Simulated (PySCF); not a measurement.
CS2, SMILES S=C=S (connectivity only; charge and spin as stated), charge -1, multiplicity 2.

Geometry: PBE0-D3(BJ)/def2-TZVPD. The spin state was assumed, not searched.

Two levels are set side by side: PBE/def2-TZVPD (PySCF) and CAM-B3LYP/def2-TZVPD (PySCF). Same geometry, gas phase. Differences are taken from unrounded values.

```tsv
quantity	CAM-B3LYP	PBE	PBE minus CAM-B3LYP
α-spin orbital gap (eV)	4.66	0.94	-3.73
β-spin orbital gap (eV)	6.49	3.10	-3.39
mean polarisability (bohr³)	82.5	98.1	15.6
```

Loosely held outer electrons make PBE densities more polarisable. Differences between two approximate levels are no errors against the true value.

Rough cost on one machine, each run with all the roots and properties that it gave: CAM-B3LYP against PBE within a factor of 2.
